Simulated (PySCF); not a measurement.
Electrostatic solvation of a mixed set.

All values: CAM-B3LYP/def2-SVPD (PySCF, non-relativistic), each on one gas-phase PBE0-D3(BJ)/def2-SVP geometry that isn't relaxed in the solvent. The solvent is an IEF-PCM continuum (cavity from Bondi-type radii × 1.2). The model holds no explicit solvent molecules, cavitation or dispersion. Spin–orbit coupling is left out although an atom past zinc is present.

Question: Order them by E(solvent) − E(gas) in chloroform (ε = 4.711), most negative first (kJ/mol).
A. `[CH2:1]=[CH:2]/[C:3]([F:4])=[C:5](/[CH3:6])[Cl:7]` with C1–C2–C3–F4 -1°
B. `FC(F)(F)F`
C. `[F:1][B@-:2]1([Br:3])[PH2+:4][B@H-:5]([Br:6])[PH2+:7]1` with F1–B2–P4–B5 -140°, B2–P4–B5–Br6 139°, P4–B5–P7–B2 -19°, F1–B2–P7–B5 140°

Answer: C (-30.1), A (-7.3), B (-1.6).

| SMILES | charge | ΔE (kJ/mol) | polarisation term (kJ/mol) | HOMO shift (eV) | dipole gas (D) | dipole solvent (D) | atoms | lowest singlet, gas (eV) | lowest singlet, solvent (eV) |
| --- | --- | --- | --- | --- | --- | --- | --- | --- | --- |
| F[B@-]1(Br)[PH2+][B@H-](Br)[PH2+]1 | 0 | -30.1 | -34.7 | +0.13 | 1.09 | 1.60 | 12 | 5.36 | 5.56 |
| C=C/C(F)=C(/C)Cl | 0 | -7.3 | -7.8 | +0.04 | 0.17 | 0.21 | 13 | 5.29 | 5.11 |
| FC(F)(F)F | 0 | -1.6 | -1.7 | +0.10 | 0.00 | 0.00 | 5 | 12.22 | 12.19 |

The polarisation term is half the interaction of the solute with the induced surface charges. Singlets are vertical TDDFT energies (frozen core, non-equilibrium response), the lowest in each medium.
